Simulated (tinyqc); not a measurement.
Stretching all distances: RHF, UHF, MP2, CISD and CCSD against full CI in the sto-3g basis, for H2O, spin multiplicity 1. Computed by the program tinyqc with PySCF. Command: `OMP_NUM_THREADS=1 python tinyqc.py 111923 111924 out.jsonl`; one thread of a shared host (Intel(R) Xeon(R) Processor @ 2.60GHz), about 10 s.

Geometry (angstrom):
```
atom,x,y,z
O,0.0000,0.0000,0.0000
H,0.0000,0.6890,0.5780
H,0.0000,-0.6890,0.5780
```

All coordinates are multiplied by the scale. c0^2 is the weight of the RHF determinant in the lowest singlet FCI state (UHF is spin-contaminated and may lie near states of higher spin) and n(LUMO) the first natural occupation beyond the occupied space.

Full CI energy (hartree) and errors against it (kcal/mol):
```
scale,distance 1-2 (angstrom),E(FCI),RHF,UHF,MP2,CISD,CCSD,<S^2> UHF,c0^2,n(LUMO)
0.860,0.773,-74.83401,19.501,19.501,4.765,0.138,0.034,0.000,0.988,0.013
1.120,1.007,-75.02222,35.772,35.772,10.315,0.620,0.086,0.000,0.967,0.034
1.370,1.232,-74.97679,61.097,61.097,19.522,2.444,0.257,0.000,0.921,0.082
1.630,1.466,-74.88767,99.443,64.249,33.495,7.982,0.591,1.117,0.829,0.185
1.890,1.700,-74.81376,150.067,36.680,50.631,19.532,-0.246,1.644,0.686,0.355
2.140,1.925,-74.77091,206.681,16.342,65.508,34.413,-6.396,1.852,0.524,0.554
```

UHF parts from RHF first at scale 1.63 of those listed, where <S^2> leaves zero. The weight c0^2 goes from 0.99 to 0.52 and n(LUMO) from 0.01 to 0.55: static correlation grows as the bonds break into open-shell fragments. The spread of the error along the curve, which distorts its shape, is CCSD 7.0, CISD 34.3, UHF 47.9, MP2 60.7, RHF 187.2 kcal/mol. Below FCI somewhere: CCSD, as non-variational methods may be.
